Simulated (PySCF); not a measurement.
CHO, SMILES O=[CH], multiplicity 2. Atoms are numbered in the order given.

```xyz
3

C     -0.1728    -0.5577     0.0000
O      0.0536     0.5890     0.0000
H      0.6079    -1.3663     0.0000
```
Charge 0, spin multiplicity 2.

Geometry optimised at PBE0-D3(BJ)/def2-TZVPD. The isomer is the one that the SMILES or the coordinates give; other isomers of the formula were not compared.

Calculation: CAM-B3LYP/def2-TZVPD run with PySCF.

Mulliken values depend strongly on the basis, most of all with diffuse functions as here. ESP charges are fitted to the potential on shells at 1.4 to 2.0 van der Waals radii. Atomic charges (e):

```tsv
atom	meta-Löwdin	ESP fit	Mulliken	Mulliken spin
C1	0.13	(withheld)	0.00	0.57
O2	-0.25	(withheld)	-0.22	0.26
H3	0.11	(withheld)	0.22	0.17
```

### Question
What belongs in the gaps? (Estimate from the structure and the level; the computed values follow.)

### Answer

- C1, ESP fit: -0.05
- O2, ESP fit: -0.15
- H3, ESP fit: 0.20
